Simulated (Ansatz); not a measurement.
**Al₂F (quartet): wB97M-V, B2PLYP over vertical spin and charge gaps, def2-QZVPP**

Aim: run Al₂F (quartet) with these functionals over vertical spin and charge gaps, and hold them against the top wave-function level at the same points.

Computed with Ansatz 0.2.0, Gaussian basis. Level: def2-QZVPP, all electrons in the functionals, frozen cores in the correlation of double hybrids and RPA.

The runs, in order: wB97M-V, B2PLYP, at charge 0, quartet; charge 0, doublet; charge 0, sextet; charge 1, triplet; charge 1, quintet.

## 1. The geometry

The geometry is a PBE0/def2-TZVP stationary point (not a proven minimum).

3 atoms, charge 0, spin multiplicity 4.

Atoms are counted from 1 here; the program's logs count them from 0.

Bond lengths: Al1–Al2 2.338 Å, Al2–F3 1.647 Å. Angles: Al1–Al2–F3 180.0°.

No dispersion term is added; wB97M-V holds VV10 nonlocal correlation.

The geometry shown and the zero of energy belong to the point charge 0, quartet. The yardstick, UCCSD(T), and other wave-function levels (R restricted, U unrestricted, valence and pair active spaces) come from earlier runs.

## 2. wB97M-V, charge 0, quartet

File in.yaml:

```yaml
crystal:
  periodic: [false, false, false]
  atoms:
    - {symbol: Al, position_ang: [0.000000, 0.000000, 2.107800]}
    - {symbol: Al, position_ang: [0.000000, 0.000000, -0.230400]}
    - {symbol: F, position_ang: [0.000000, 0.000000, -1.877400]}
basis:
  gaussian: {orbitals: "def2-QZVPP.json"}
magnetization: {spin_polarized: true, initial_magnetization: 3}
hamiltonian: {xc: {name: wB97M-V}}
output: {orbitals: {seedname: orbitals}}
```

Command:

```bash
$ ansatz run in.yaml --threads 1 --pin off --events-out ev --progress --plain --max-ram 2393MiB
```

Output, shortened:

```text
Functional definition: wB97M-V
  name "wB97M-V"
  cite "Mardirossian & Head-Gordon, J. Chem. Phys. 144, 214110 (2016) doi:10.1063/1.4952647"
  cite "Becke, J. Chem. Phys. 107, 8554 (1997) doi:10.1063/1.475007"
  cite "Vydrov & Van Voorhis, J. Chem. Phys. 133, 244103 (2010) doi:10.1063/1.3521275"
  # Of w^i u^j: cxij and so on, Table III.
[...]
  gx(w, u) = 1 - cx + cx01*u + cx10*w
  gss(w, u) = css00 + css04*u^4 + css10*w + css20*w^2 + css43*w^4*u^3
  gos(w, u) = cos00 + cos10*w + (cos20 + cos21*u)*w^2 + (cos60 + cos61*u)*w^6
[...]
      + integral(e_c_pw_mod_opposite_spin*gos(b97_w_opposite, b97_u_opposite)) + vv10(b, c)
903 factors; their error is unknown
207 factors; integrals over basis functions are off by at most 3.2e-5 eV
[...]
mean field -15910.09207568 eV, -584.6850995333 hartree, gradient 7.2e-6 eV, S^2 3.753378; 0 other end points of the search recorded, 0 dependent functions left out
reference -15910.09212325 eV, -584.6851012817 hartree; 19, 16 occupied and 178, 181 virtual orbitals, 903 factors
Total energy: -15910.09212325 eV, -584.6851012817 hartree
```

Run time: 28 s. Hardware: 1 thread of Arm Neoverse V2, shared host; peak memory 0.6 GiB.

From the report: ⟨S²⟩ of the determinant 3.753 (pure quartet: 3.75).

## 3. wB97M-V, charge 0, doublet

Edit in.yaml of step 2 so:

```diff
@@ -8,3 +8,3 @@
   gaussian: {orbitals: "def2-QZVPP.json"}
-magnetization: {spin_polarized: true, initial_magnetization: 3}
+magnetization: {spin_polarized: true, initial_magnetization: 1}
 hamiltonian: {xc: {name: wB97M-V}}
```

The command is unchanged.

Output, shortened:

```text
Functional definition: wB97M-V
  name "wB97M-V"
  cite "Mardirossian & Head-Gordon, J. Chem. Phys. 144, 214110 (2016) doi:10.1063/1.4952647"
  cite "Becke, J. Chem. Phys. 107, 8554 (1997) doi:10.1063/1.475007"
  cite "Vydrov & Van Voorhis, J. Chem. Phys. 133, 244103 (2010) doi:10.1063/1.3521275"
  # Of w^i u^j: cxij and so on, Table III.
[...]
  gx(w, u) = 1 - cx + cx01*u + cx10*w
  gss(w, u) = css00 + css04*u^4 + css10*w + css20*w^2 + css43*w^4*u^3
  gos(w, u) = cos00 + cos10*w + (cos20 + cos21*u)*w^2 + (cos60 + cos61*u)*w^6
[...]
      + integral(e_c_pw_mod_opposite_spin*gos(b97_w_opposite, b97_u_opposite)) + vv10(b, c)
903 factors; their error is unknown
207 factors; integrals over basis functions are off by at most 3.2e-5 eV
[...]
mean field -15911.07322523 eV, -584.7211561143 hartree, gradient 5.2e-5 eV, S^2 0.751219; 1 other end points of the search recorded, 0 dependent functions left out
reference -15911.07327593 eV, -584.7211579775 hartree; 18, 17 occupied and 179, 180 virtual orbitals, 903 factors
Total energy: -15911.07327593 eV, -584.7211579775 hartree
```

Wall time 40 s (1 thread of Arm Neoverse V2, shared host); peak memory 0.62 GiB.

From the report: ⟨S²⟩ of the determinant 0.751 (pure doublet: 0.75).

From charge 0, quartet: -22.6 kcal/mol.

## 4. wB97M-V, charge 0, sextet

Edit in.yaml of step 3 so:

```diff
@@ -8,3 +8,3 @@
   gaussian: {orbitals: "def2-QZVPP.json"}
-magnetization: {spin_polarized: true, initial_magnetization: 1}
+magnetization: {spin_polarized: true, initial_magnetization: 5}
 hamiltonian: {xc: {name: wB97M-V}}
```

Same command.

Output, shortened:

```text
Functional definition: wB97M-V
  name "wB97M-V"
  cite "Mardirossian & Head-Gordon, J. Chem. Phys. 144, 214110 (2016) doi:10.1063/1.4952647"
  cite "Becke, J. Chem. Phys. 107, 8554 (1997) doi:10.1063/1.475007"
  cite "Vydrov & Van Voorhis, J. Chem. Phys. 133, 244103 (2010) doi:10.1063/1.3521275"
  # Of w^i u^j: cxij and so on, Table III.
[...]
  gx(w, u) = 1 - cx + cx01*u + cx10*w
  gss(w, u) = css00 + css04*u^4 + css10*w + css20*w^2 + css43*w^4*u^3
  gos(w, u) = cos00 + cos10*w + (cos20 + cos21*u)*w^2 + (cos60 + cos61*u)*w^6
[...]
      + integral(e_c_pw_mod_opposite_spin*gos(b97_w_opposite, b97_u_opposite)) + vv10(b, c)
903 factors; their error is unknown
207 factors; integrals over basis functions are off by at most 3.2e-5 eV
[...]
mean field -15903.66060568 eV, -584.4487473706 hartree, gradient 5.7e-5 eV, S^2 8.750796; 1 other end points of the search recorded, 0 dependent functions left out
reference -15903.66064878 eV, -584.4487489545 hartree; 20, 15 occupied and 177, 182 virtual orbitals, 903 factors
Total energy: -15903.66064878 eV, -584.4487489545 hartree
```

Run time: 30 s. Hardware: 1 thread of Arm Neoverse V2, shared host; peak memory 0.62 GiB.

From the report: ⟨S²⟩ of the determinant 8.751 (pure sextet: 8.75).

From charge 0, quartet: +148.3 kcal/mol.

## 5. wB97M-V, charge 1, triplet

Edit in.yaml of step 4 so:

```diff
@@ -8,3 +8,4 @@
   gaussian: {orbitals: "def2-QZVPP.json"}
-magnetization: {spin_polarized: true, initial_magnetization: 5}
+total_charge: 1
+magnetization: {spin_polarized: true, initial_magnetization: 2}
 hamiltonian: {xc: {name: wB97M-V}}
```

Launched as before.

Output, shortened:

```text
Functional definition: wB97M-V
  name "wB97M-V"
  cite "Mardirossian & Head-Gordon, J. Chem. Phys. 144, 214110 (2016) doi:10.1063/1.4952647"
  cite "Becke, J. Chem. Phys. 107, 8554 (1997) doi:10.1063/1.475007"
  cite "Vydrov & Van Voorhis, J. Chem. Phys. 133, 244103 (2010) doi:10.1063/1.3521275"
  # Of w^i u^j: cxij and so on, Table III.
[...]
  gx(w, u) = 1 - cx + cx01*u + cx10*w
  gss(w, u) = css00 + css04*u^4 + css10*w + css20*w^2 + css43*w^4*u^3
  gos(w, u) = cos00 + cos10*w + (cos20 + cos21*u)*w^2 + (cos60 + cos61*u)*w^6
[...]
      + integral(e_c_pw_mod_opposite_spin*gos(b97_w_opposite, b97_u_opposite)) + vv10(b, c)
903 factors; their error is unknown
207 factors; integrals over basis functions are off by at most 3.2e-5 eV
[...]
mean field -15903.18427001 eV, -584.4312423574 hartree, gradient 5.5e-5 eV, S^2 2.003125; 0 other end points of the search recorded, 0 dependent functions left out
reference -15903.18432124 eV, -584.4312442401 hartree; 18, 16 occupied and 179, 181 virtual orbitals, 903 factors
Total energy: -15903.18432124 eV, -584.4312442401 hartree
```

Run time: 30 s. Hardware: 1 thread of Arm Neoverse V2, shared host; peak memory 0.6 GiB.

From the report: ⟨S²⟩ of the determinant 2.003 (pure triplet: 2.00).

From charge 0, quartet: +159.3 kcal/mol.

## 6. wB97M-V, charge 1, quintet

Edit in.yaml of step 5 so:

```diff
@@ -9,3 +9,3 @@
 total_charge: 1
-magnetization: {spin_polarized: true, initial_magnetization: 2}
+magnetization: {spin_polarized: true, initial_magnetization: 4}
 hamiltonian: {xc: {name: wB97M-V}}
```

Same command.

Output, shortened:

```text
Functional definition: wB97M-V
  name "wB97M-V"
  cite "Mardirossian & Head-Gordon, J. Chem. Phys. 144, 214110 (2016) doi:10.1063/1.4952647"
  cite "Becke, J. Chem. Phys. 107, 8554 (1997) doi:10.1063/1.475007"
  cite "Vydrov & Van Voorhis, J. Chem. Phys. 133, 244103 (2010) doi:10.1063/1.3521275"
  # Of w^i u^j: cxij and so on, Table III.
[...]
  gx(w, u) = 1 - cx + cx01*u + cx10*w
  gss(w, u) = css00 + css04*u^4 + css10*w + css20*w^2 + css43*w^4*u^3
  gos(w, u) = cos00 + cos10*w + (cos20 + cos21*u)*w^2 + (cos60 + cos61*u)*w^6
[...]
      + integral(e_c_pw_mod_opposite_spin*gos(b97_w_opposite, b97_u_opposite)) + vv10(b, c)
903 factors; their error is unknown
207 factors; integrals over basis functions are off by at most 3.2e-5 eV
[...]
mean field -15898.21914485 eV, -584.2487773734 hartree, gradient 3.4e-5 eV, S^2 6.001164; 0 other end points of the search recorded, 0 dependent functions left out
reference -15898.21919561 eV, -584.2487792387 hartree; 19, 15 occupied and 178, 182 virtual orbitals, 903 factors
Total energy: -15898.21919561 eV, -584.2487792387 hartree
```

Wall time 26 s (1 thread of Arm Neoverse V2, shared host); peak memory 0.6 GiB.

From the report: ⟨S²⟩ of the determinant 6.001 (pure quintet: 6.00).

From charge 0, quartet: +273.8 kcal/mol.

## 7. B2PLYP, charge 0, quartet

File in.yaml:

```yaml
crystal:
  periodic: [false, false, false]
  atoms:
    - {symbol: Al, position_ang: [0.000000, 0.000000, 2.107800]}
    - {symbol: Al, position_ang: [0.000000, 0.000000, -0.230400]}
    - {symbol: F, position_ang: [0.000000, 0.000000, -1.877400]}
basis:
  gaussian: {orbitals: "def2-QZVPP.json"}
magnetization: {spin_polarized: true, initial_magnetization: 3}
hamiltonian: {xc: {name: B2PLYP}}
correlation: {electrons: outside_noble_gas}
```

The command is unchanged.

Output, shortened:

```text
Functional definition: B2PLYP
  name "B2PLYP"
  cite "Grimme, J. Chem. Phys. 124, 034108 (2006) doi:10.1063/1.2148954"
  cite "Becke, Phys. Rev. A 38, 3098 (1988) doi:10.1103/PhysRevA.38.3098"
  cite "Lee, Yang & Parr, Phys. Rev. B 37, 785 (1988) doi:10.1103/PhysRevB.37.785"
[...]
1185 factors; integrals over basis functions are off by at most 1.0e-3 eV
[...]
mean field -15900.88259809 eV, -584.3466574745 hartree, gradient 4.5e-6 eV, S^2 3.757894; 0 other end points of the search recorded, 0 dependent functions left out
11 core orbitals not correlated: weight in the atoms' cores, before any rotation towards them, 1.000 or more for the frozen orbitals, at most 0.000 for the correlated occupied ones
reference -15900.88273424 eV, -584.3466624781 hartree; 8, 5 occupied and 178, 181 virtual orbitals, 1185 factors
second order -12.46018794 eV of doubles, -0.00000000 eV of singles
Total energy: -15904.24698499 eV, -584.4702964125 hartree
```

Run time: 14 s. Hardware: 1 thread of Arm Neoverse V2, shared host; peak memory 0.47 GiB.

From the report: ⟨S²⟩ of the determinant 3.758 (pure quartet: 3.75).

## 8. B2PLYP, charge 0, doublet

Edit in.yaml of step 7 so:

```diff
@@ -8,3 +8,3 @@
   gaussian: {orbitals: "def2-QZVPP.json"}
-magnetization: {spin_polarized: true, initial_magnetization: 3}
+magnetization: {spin_polarized: true, initial_magnetization: 1}
 hamiltonian: {xc: {name: B2PLYP}}
```

The command is unchanged.

Output, shortened:

```text
Functional definition: B2PLYP
  name "B2PLYP"
  cite "Grimme, J. Chem. Phys. 124, 034108 (2006) doi:10.1063/1.2148954"
  cite "Becke, Phys. Rev. A 38, 3098 (1988) doi:10.1103/PhysRevA.38.3098"
  cite "Lee, Yang & Parr, Phys. Rev. B 37, 785 (1988) doi:10.1103/PhysRevB.37.785"
[...]
1185 factors; integrals over basis functions are off by at most 1.0e-3 eV
[...]
mean field -15901.55450442 eV, -584.3713495768 hartree, gradient 6.1e-6 eV, S^2 0.760642; 2 other end points of the search recorded, 0 dependent functions left out
11 core orbitals not correlated: weight in the atoms' cores, before any rotation towards them, 1.000 or more for the frozen orbitals, at most 0.000 for the correlated occupied ones
reference -15901.55464159 eV, -584.3713546174 hartree; 7, 6 occupied and 179, 180 virtual orbitals, 1185 factors
second order -12.93304197 eV of doubles, -0.00000000 eV of singles
Total energy: -15905.04656292 eV, -584.4996803595 hartree
```

Run time: 34 s. Hardware: 1 thread of Arm Neoverse V2, shared host; peak memory 0.54 GiB.

From the report: ⟨S²⟩ of the determinant 0.761 (pure doublet: 0.75).

From charge 0, quartet: -18.4 kcal/mol.

## 9. B2PLYP, charge 0, sextet

Edit in.yaml of step 8 so:

```diff
@@ -8,3 +8,3 @@
   gaussian: {orbitals: "def2-QZVPP.json"}
-magnetization: {spin_polarized: true, initial_magnetization: 1}
+magnetization: {spin_polarized: true, initial_magnetization: 5}
 hamiltonian: {xc: {name: B2PLYP}}
```

Same command.

Output, shortened:

```text
Functional definition: B2PLYP
  name "B2PLYP"
  cite "Grimme, J. Chem. Phys. 124, 034108 (2006) doi:10.1063/1.2148954"
  cite "Becke, Phys. Rev. A 38, 3098 (1988) doi:10.1103/PhysRevA.38.3098"
  cite "Lee, Yang & Parr, Phys. Rev. B 37, 785 (1988) doi:10.1103/PhysRevB.37.785"
[...]
1185 factors; integrals over basis functions are off by at most 1.0e-3 eV
[...]
mean field -15894.88788815 eV, -584.1263559474 hartree, gradient 6.4e-6 eV, S^2 8.751243; 4 other end points of the search recorded, 0 dependent functions left out
11 core orbitals not correlated: weight in the atoms' cores, before any rotation towards them, 1.000 or more for the frozen orbitals, at most 0.000 for the correlated occupied ones
reference -15894.88803929 eV, -584.1263615018 hartree; 9, 4 occupied and 177, 182 virtual orbitals, 1185 factors
second order -11.26439389 eV of doubles, -0.00000000 eV of singles
Total energy: -15897.92942564 eV, -584.2381303886 hartree
```

Run time: 20 s. Hardware: 1 thread of Arm Neoverse V2, shared host; peak memory 0.48 GiB.

From the report: ⟨S²⟩ of the determinant 8.751 (pure sextet: 8.75).

From charge 0, quartet: +145.7 kcal/mol.

## 10. B2PLYP, charge 1, triplet

Edit in.yaml of step 9 so:

```diff
@@ -8,3 +8,4 @@
   gaussian: {orbitals: "def2-QZVPP.json"}
-magnetization: {spin_polarized: true, initial_magnetization: 5}
+total_charge: 1
+magnetization: {spin_polarized: true, initial_magnetization: 2}
 hamiltonian: {xc: {name: B2PLYP}}
```

Launched as before.

Output, shortened:

```text
Functional definition: B2PLYP
  name "B2PLYP"
  cite "Grimme, J. Chem. Phys. 124, 034108 (2006) doi:10.1063/1.2148954"
  cite "Becke, Phys. Rev. A 38, 3098 (1988) doi:10.1103/PhysRevA.38.3098"
  cite "Lee, Yang & Parr, Phys. Rev. B 37, 785 (1988) doi:10.1103/PhysRevB.37.785"
[...]
1185 factors; integrals over basis functions are off by at most 1.0e-3 eV
[...]
mean field -15894.11082623 eV, -584.0977994486 hartree, gradient 9.3e-6 eV, S^2 2.009131; 0 other end points of the search recorded, 0 dependent functions left out
11 core orbitals not correlated: weight in the atoms' cores, before any rotation towards them, 1.000 or more for the frozen orbitals, at most 0.000 for the correlated occupied ones
reference -15894.11096439 eV, -584.0978045260 hartree; 7, 5 occupied and 179, 181 virtual orbitals, 1185 factors
second order -11.76831159 eV of doubles, -0.00000000 eV of singles
Total energy: -15897.28840852 eV, -584.2145734440 hartree
```

Wall time 17 s (1 thread of Arm Neoverse V2, shared host); peak memory 0.59 GiB.

From the report: ⟨S²⟩ of the determinant 2.009 (pure triplet: 2.00).

From charge 0, quartet: +160.5 kcal/mol.

## 11. B2PLYP, charge 1, quintet

Edit in.yaml of step 10 so:

```diff
@@ -9,3 +9,3 @@
 total_charge: 1
-magnetization: {spin_polarized: true, initial_magnetization: 2}
+magnetization: {spin_polarized: true, initial_magnetization: 4}
 hamiltonian: {xc: {name: B2PLYP}}
```

The command is unchanged.

Output, shortened:

```text
Functional definition: B2PLYP
  name "B2PLYP"
  cite "Grimme, J. Chem. Phys. 124, 034108 (2006) doi:10.1063/1.2148954"
  cite "Becke, Phys. Rev. A 38, 3098 (1988) doi:10.1103/PhysRevA.38.3098"
  cite "Lee, Yang & Parr, Phys. Rev. B 37, 785 (1988) doi:10.1103/PhysRevB.37.785"
[...]
1185 factors; integrals over basis functions are off by at most 1.0e-3 eV
[...]
mean field -15889.66148967 eV, -583.9342893459 hartree, gradient 4.9e-6 eV, S^2 6.000972; 0 other end points of the search recorded, 0 dependent functions left out
11 core orbitals not correlated: weight in the atoms' cores, before any rotation towards them, 1.000 or more for the frozen orbitals, at most 0.000 for the correlated occupied ones
reference -15889.66164062 eV, -583.9342948931 hartree; 8, 4 occupied and 178, 182 virtual orbitals, 1185 factors
second order -10.79749263 eV of doubles, -0.00000000 eV of singles
Total energy: -15892.57696363 eV, -584.0414310377 hartree
```

It took 17 s on 1 thread of Arm Neoverse V2, shared host; peak memory 0.59 GiB.

From the report: ⟨S²⟩ of the determinant 6.001 (pure quintet: 6.00).

From charge 0, quartet: +269.1 kcal/mol.

## 12. Against the wave-function levels

No level is safe as a reference over these points; UCCSD(T) serves as a yardstick only. It comes from earlier runs at the same points. Energies in kcal/mol, counted from charge 0, quartet; blanks weren't run or aren't comparable.

| level | quartet to doublet | quartet to sextet | ionisation to the triplet cation | ionisation to the quintet cation |
| --- | --- | --- | --- | --- |
| UCCSD(T) | -14.4 | 139.2 | 164.9 | 264.9 |
| wB97M-V | -22.6 | 148.3 | 159.3 | 273.8 |
| B2PLYP | -18.4 | 145.7 | 160.5 | 269.1 |

Largest miss and mean time a point (UCCSD(T) took 47 s a point; shared hosts):

| level | largest miss (kcal/mol) | where | time a point |
| --- | --- | --- | --- |
| wB97M-V | +9.1 | quartet to sextet | 31 s |
| B2PLYP | +6.5 | quartet to sextet | 20 s |

## 13. What came out

```
                                  quantity                              value
              quartet to doublet, UCCSD(T)                     -14.4 kcal/mol
               quartet to sextet, UCCSD(T)                     139.2 kcal/mol
ionisation to the triplet cation, UCCSD(T)                     164.9 kcal/mol
ionisation to the quintet cation, UCCSD(T)                     264.9 kcal/mol
                     largest miss, wB97M-V  +9.1 kcal/mol (quartet to sextet)
                      largest miss, B2PLYP  +6.5 kcal/mol (quartet to sextet)
```

**Reading.** Of the functionals, B2PLYP keep the smallest largest miss at the points compared (at most 6.5 kcal/mol) and wB97M-V strays most (9.1 kcal/mol, at quartet to sextet). Functionals and the yardstick converge differently with the basis, so part of each miss in def2-QZVPP is the basis. The yardstick itself may be off where one determinant is a poor start.
